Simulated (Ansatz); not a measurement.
**Cl–CH–Ga, doublet: the ladder up to UCCSDT(Q)**

Geometry: displaced at random from a stationary point.

```
atom    x (Å)    y (Å)    z (Å)
  Cl  -0.0272  -0.2479   2.0263
   C  -0.0281   0.8341   0.6839
  Ga   0.0199  -0.0445  -1.1631
   H  -0.0829   1.8599   1.0321
```

Basis cc-pVDZ; Ansatz 0.2.0. Only valence electrons are correlated (noble-gas cores and the filled d shells of p-block atoms frozen), which leaves 15 electrons in 44 orbitals. Prefix R: restricted or restricted open-shell reference; prefix U: unrestricted. Active spaces: frontier = (9e, 9o) about the gap. No spin–orbit coupling is included, and no scalar relativity.

Full CI isn't at hand for all of this; UCCSDT(Q) serves as the reference, and is uncertain by about the last step of the cluster series. The frozen core follows each run's orbitals, which can shift R against U totals by a few meV for light atoms and by up to 0.1 eV past Ca.

The UHF ⟨S²⟩ is 0.768 and the T1 diagnostic (RCCSD) is 0.0223. The largest doubles amplitude (RCCSD) is 0.082 and the T1 diagnostic (UCCSD) is 0.0208.

```csv
level,E − E(RHF) (eV)
UHF,-0.1241
UMP2,-8.0181
UCCSD,-9.0444
UCCSD(T),-9.2969
```

(1) Estimate how far UCCSDT(Q) in cc-pVDZ lies from UCCSD(T). The table doesn't fix it; the size of (T) and the diagnostics are the guide.

(1) UCCSDT(Q) in cc-pVDZ lies 1.86 mEh below UCCSD(T), which is 20 % of the (T) step (-9.28 mEh). The diagnostics are small and the rest is a small part of (T), but (T) is large here. The miss exceeds 1 kcal/mol.

The other levels:

```csv
level,E − E(UCCSDT(Q)) (mEh),share of correlation (%),wall time
UCCSDT,0.78,99.77,–
```

The correlation energy at UCCSDT(Q), counted from RHF, is -9.348 eV. That run took 3.1 min on 1 thread of Arm Neoverse V2, shared host.

Run but not shown, since their state or frozen core can't be matched to the reference's or they repeat it: RHF, RMP2, RCCSD, RCCSD(T), BCCD(T), RCCSDT, RCCSDT(Q), CASSCF (frontier space), MRCISD (frontier space), MRCISD+Q (frontier space).

Times hold each run's SCF and search for its determinant on a shared host, so for small cases they say little of a method's own cost; they ran on 1 thread of Arm Neoverse V2.
